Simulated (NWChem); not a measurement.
# formic acid (CH2O2); SMILES OC=O

```xyz
5

O      0.1210    -1.1284     0.0000
C     -0.4005     0.1138     0.0000
O      0.2385     1.1352     0.0000
H      1.0931    -1.0242     0.0000
H     -1.4982     0.0469     0.0000
```
Atoms are numbered in this order, from 1.

Program: NWChem. Geometry: optimised at B3LYP/6-31G* (spherical d). Static field.

```
level                                                isotropic polarisability (bohr³)  anisotropy (bohr³)
---------------------------------------------------  --------------------------------  ------------------
PBE/aug-cc-pVDZ                                                                  23.6                11.3
B3LYP/aug-cc-pVDZ                                                                22.5                10.5
LC-BLYP (range parameter 0.33 per bohr)/aug-cc-pVDZ                              22.7                10.4
Hartree-Fock/aug-cc-pVDZ                                                         20.0                 8.7
```
